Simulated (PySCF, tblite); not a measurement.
**Complex of hydrogen chloride and hydrogen sulfide**

A gas-phase complex of hydrogen chloride and hydrogen sulfide; neutral, singlet. The structure comes from a short search (6 tight-binding starts) and was relaxed by PBE0-D3(BJ)/def2-TZVPD; another way of binding may lie lower. Frequencies by PBE0-D3(BJ)/def2-TZVPD show no clear imaginary mode.

Parts: 1 = hydrogen chloride (Cl), atoms 1–2; 2 = hydrogen sulfide (S), atoms 3–5.

```xyz
5

Cl    0.511    0.018    0.054
H    -0.765    0.001   -0.200
S    -3.023   -0.265   -0.737
H    -2.999   -1.501   -0.214
H    -2.691   -0.716   -1.957
```
(Å; atoms numbered from 1)

```
contact  kind (by geometry)  distance (Å)  angle (°)
H2···S3       hydrogen bond         2.336        174
```

Interaction energies are complex less parts, with the parts frozen as they stand in it; counterpoise-corrected, in kcal/mol (PySCF). The CCSD(T) estimate is Hartree-Fock/aug-cc-pVQZ, plus the MP2 correlation part extrapolated as X⁻³ from aug-cc-pVTZ and aug-cc-pVQZ, plus CCSD(T) less MP2 in aug-cc-pVDZ; noble-gas cores are frozen. It isn't the exact limit.

Q: Give the interaction energy at each level run.

A: 
```csv
level,interaction,superposition error removed
Hartree-Fock/aug-cc-pVQZ,-0.30,-
wB97M-D3(BJ)/def2-TZVPD,-3.36,-0.18
PBE0-D3(BJ)/def2-TZVPD,-4.57,-0.17
MP2/aug-cc-pVQZ,-3.82,-0.33
"CCSD(T), estimated basis limit",-3.33,-
```

Q: What holds them together? Decompose the wB97M-D3(BJ)/def2-TZVPD energy: frozen parts, their antisymmetrised product, then relaxation.

A: electrostatic -6.9, Pauli repulsion +9.4, orbital relaxation -5.0, dispersion correction -1.0 kcal/mol, which sum to the value before the counterpoise correction; the Pauli term holds the exchange-correlation of the frozen density too. Of the attraction, 53 % is electrostatic, 39 % is orbital relaxation, 8 % is dispersion correction.

The parts were also relaxed and run alone, at the levels used for the complex: vibrations by PBE0-D3(BJ)/def2-TZVPD; shieldings by PBE0/pcSseg-2; core levels by delta-SCF with SCAN, pcX-2 on the ionised atom and pcseg-1 elsewhere, spin-free X2C (2p3/2 is the spin-free 2p value less a third of a first-order spin-orbit splitting).

Values alone: Cl1–H2 bond (Å): 1.279; stretch carried by H2 (cm⁻¹, harmonic): 2998; its infrared intensity (km/mol): 47; shielding of H2 (ppm): 30.67; shielding of S3 (ppm): 712.6; shielding of Cl1 (ppm): 945.4; Cl1 2p3/2 core level (eV): 207.39; S3 2p3/2 core level (eV): 170.37.

Q: How do these values change when the complex forms?

A: 
```json
{"property": "Cl1–H2 bond (Å)", "alone": "1.279", "in the complex": "1.301", "change": "+0.022"}
{"property": "stretch carried by H2 (cm⁻¹, harmonic)", "alone": "2998", "in the complex": "2687", "change": "-311"}
{"property": "its infrared intensity (km/mol)", "alone": "47", "in the complex": "964", "change": ""}
{"property": "shielding of H2 (ppm)", "alone": "30.67", "in the complex": "26.34", "change": "-4.33"}
{"property": "shielding of S3 (ppm)", "alone": "712.6", "in the complex": "690.4", "change": "-22.3"}
{"property": "shielding of Cl1 (ppm)", "alone": "945.4", "in the complex": "909.6", "change": "-35.8"}
{"property": "Cl1 2p3/2 core level (eV)", "alone": "207.39", "in the complex": "206.19", "change": "-1.20"}
{"property": "S3 2p3/2 core level (eV)", "alone": "170.37", "in the complex": "171.05", "change": "+0.68"}
```
